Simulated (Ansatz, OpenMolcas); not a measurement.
# Computed against measured: atomisation enthalpy at 298 K

10 molecules holding an element from Na to Cl; the atomisation enthalpy at 298 K in kJ/mol, computed less measured. Shapes, held fixed at every level: PBE0-D4/def2-TZVP. Flexible molecules stand in one conformer, not always the lowest. Thermal terms are harmonic and unscaled (PBE0-D4/def2-TZVP); the spin-orbit lowering of the free atoms is taken from their spectra. Programs: Ansatz 0.2.0, OpenMolcas 26.06. Measured values: Active Thermochemical Tables, CRC Handbook of Chemistry and Physics, NIST-JANAF tables.

Levels: A = HF/STO-3G; B = PBE-D4/def2-TZVPP; C = BHLYP-D4/def2-TZVPP; D = wB97X-V/def2-TZVPP.

```tsv
molecule	from tabulated heats	A	B	C	D
CHNS (isothiocyanic acid)	1557	-770	+117	-96	+4
H2S2 (SMILES SS)	974	-234	+24	-47	+11
SO3 (sulfur trioxide)	1420	-2255	+125	-225	-14
CHCl2F (dichlorofluoromethane)	1541	-471	+83	-107	+4
CHClF2 (difluorochloromethane)	1698	-568	+88	-116	+6
C2H4Cl2 (1,1-dichloroethane)	2676	-309	+75	-90	+7
C2H4Cl2 (SMILES ClCCCl)	2678	-309	+65	-95	0
C2H5Cl (chloroethane)	2756	-186	+46	-70	-1
SiH3(SiH3) (disilane)	2128	+301	-30	+12	+41
C4H9Cl (1-chlorobutane)	5105	-301	+89	-122	0
```

**Question.** Which level does best on this set, which worst, and which err to one side?

**Answer.** 
```csv
level,kind,mean error,mean absolute error,worst case
HF/STO-3G,Hartree–Fock,-510.2,570.4,SO3
PBE-D4/def2-TZVPP,GGA,+68.2,74.2,SO3
BHLYP-D4/def2-TZVPP,global hybrid,-95.6,98.0,SO3
wB97X-V/def2-TZVPP,range-separated hybrid,+5.8,8.8,SiH3(SiH3)
```

On this set wB97X-V/def2-TZVPP has the smallest mean absolute error and HF/STO-3G the largest. HF/STO-3G is too low in 9 of 10; PBE-D4/def2-TZVPP is too high in 9 of 10; BHLYP-D4/def2-TZVPP is too low in 9 of 10; wB97X-V/def2-TZVPP is too high in 6 of 10. The heats of C4H9Cl (1-chlorobutane) come from older tables and can be uncertain by 10 kJ/mol or more. Heats of the atoms come from ATcT where it has them. The levels differ in basis as well as in method. The tabulated value of SiH3(SiH3) is in doubt (older tables, estimates, or at odds with other calculations) and kept here. Over the 9 molecules whose values aren't doubted the mean absolute errors are A 600.3; B 79.1; C 107.6; D 5.2. Where a negative error exceeds the measured value, the molecule comes out unbound. Hartree–Fock lacks correlation and underbinds. The set is small.
